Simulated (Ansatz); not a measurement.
Consider vertical spin-state energies of C3H8N, SMILES [CH2]CCN (Ansatz 0.2.0, Python API).

`run_spin.py`
```python
import warnings

import ansatz as az
from ase import Atoms

warnings.simplefilter("ignore", az.DeckWarning)

atoms = Atoms(["C", "C", "C", "N", "H", "H", "H", "H", "H", "H", "H", "H"], positions=[
    (1.4055, 0.576, 0.7443),
    (0.5463, 0.4493, -0.5079),
    (-0.5378, -0.6168, -0.3339),
    (-1.4578, -0.2493, 0.7392),
    (1.9468, -0.3738, 0.9417),
    (2.1435, 1.3957, 0.6164),
    (0.0734, 1.4305, -0.7286),
    (1.195, 0.1754, -1.3678),
    (-0.0636, -1.5952, -0.0989),
    (-1.0991, -0.7277, -1.2885),
    (-2.1329, -1.0383, 0.863),
    (-2.0191, 0.5742, 0.4211),
])
system = az.Crystal.molecule_from_ase(atoms)

base = (
    system.calculation()
    .basis(gaussian="def2-SVP")
    .functional("PBE")
)
found = {}
for unpaired in [1, 3, 5]:
    r = base.spin("collinear", total=unpaired).run(threads=1).report
    s = unpaired / 2
    found[unpaired] = r["free_energy_ev"]
    print(f"2S+1 = {unpaired + 1}: E = {found[unpaired]:.5f} eV, <S^2> = {abs(r['mean_field']['state']['spin_squared']):.3f} (pure state {s * (s + 1):.2f})")
lowest = min(found, key=found.get)
for unpaired, e in found.items():
    print(f"multiplicity {unpaired + 1}: {96.485332 * (e - found[lowest]):.1f} kJ/mol above the lowest")
```

Which spin state is lowest at this geometry, and how far above lie the others?

In order: multiplicity 2 (+0.00 eV), multiplicity 4 (+6.03 eV) and multiplicity 6 (+15.32 eV), all at the one geometry.

The run itself:

`python run_spin.py` gives:
```text
2S+1 = 2: E = -4719.30204 eV, <S^2> = 0.753 (pure state 0.75)
2S+1 = 4: E = -4713.26743 eV, <S^2> = 3.755 (pure state 3.75)
2S+1 = 6: E = -4703.97970 eV, <S^2> = 8.755 (pure state 8.75)
multiplicity 2: 0.0 kJ/mol above the lowest
multiplicity 4: 582.3 kJ/mol above the lowest
multiplicity 6: 1478.4 kJ/mol above the lowest
```

Notes:
- Total energies depend on the basis set; only differences at equal settings carry meaning.
- The geometry is a force-field or estimated start, not a minimum of this method, and the basis set is short of its limit. All parts are taken at fixed geometry, without zero-point energy.
- The species is open-shell (spin multiplicity 2).
- It ran for 24 s on 1 thread of Arm Neoverse V2, with other jobs on the host, peak memory 0.29 GiB.
